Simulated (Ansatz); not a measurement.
## Structure relaxation of Ba2Mo

Level of theory: DFT PBE, scalar-relativistic, plane waves, PAW (Ansatz). Cutoff 420 eV, Γ-centred k mesh, Gaussian smearing, no spin polarisation in the final step.

This is the end of a relaxation of cell and atoms.

```xyz
6
Lattice="5.1456 0.0000 0.0000 0.0000 5.1456 0.0000 0.0000 0.0000 7.9207" Properties=species:S:1:pos:R:3 pbc="T T T"
Ba    0.0000    2.5728    1.1654
Ba    0.0000    2.5728    5.1258
Ba    2.5728    0.0000    2.7949
Ba    2.5728    0.0000    6.7553
Mo    0.0000    0.0000    0.0000
Mo    2.5728    2.5728    3.9604
```

The zero of energy is the elements' standard structures at the same level; no fitted shifts are applied.

(1) What space group does it have?

(2) What is its formation energy per atom?

(3) Is it a metal?

## Answers

(1) P4_2/nmc (No. 137). Conventional cell: a = 5.146 Å, c = 7.921 Å. Around Ba lie 2 Mo at 2.82 Å; Mo is coordinated by 4 Ba at 2.82 Å.

(2) 1.26 eV/atom.

(3) Yes, bands cross the Fermi level on the 8×8×6 mesh.

The final run used a 8×8×6 mesh on its 6-atom cell and 0.10 eV smearing. The k mesh leaves about 4 meV/atom of noise in metals. The cell came from a trial start, so Ba2Mo may not exist in this structure.

Cost: 3 runs of about 3 core-minutes in all, on Intel Xeon 6975P-C (Granite Rapids) (shared hosts).